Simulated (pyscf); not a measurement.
Single points on ωB97X-D3(BJ)/def2-SVP structures (PySCF, gas phase).

Question: For CH₄ + H₃C–B(CH₃)–OH → H₃C–B(CH₃)–CH₃ + H₂O, a four-centre exchange (singlet surface; C–H, B–O broken, B–C, H–O formed), PBE/def2-TZVP gives ΔE‡ = 50.9 kcal/mol and ΔE = +35.6 kcal/mol (zero: the separated reactants). In which direction and how far do B3LYP-D3(BJ)/def2-TZVP, M06-2X/def2-TZVP, ωB97M-D3(BJ)/def2-TZVP move these?

Answer: B3LYP-D3(BJ): ΔE‡ = 57.7 kcal/mol, ΔE = +36.3 kcal/mol; M06-2X: ΔE‡ = 55.1 kcal/mol, ΔE = +36.6 kcal/mol; ωB97M-D3(BJ): ΔE‡ = 55.2 kcal/mol, ΔE = +35.5 kcal/mol. PBE's barrier lies under all of them, by 4.3 to 6.8 kcal/mol. Its reaction energy matches one of them and lies within 1.0 kcal/mol of the others. Low barriers are usual for a GGA, whose delocalisation error favours stretched bonds. On the product side the descent ends in a complex, 5.2 kcal/mol under the separated species and 25.6 kcal/mol under the saddle at ωB97X-D3(BJ)/def2-TZVP. This is the saddle that the search found; another between the same sides may lie lower.
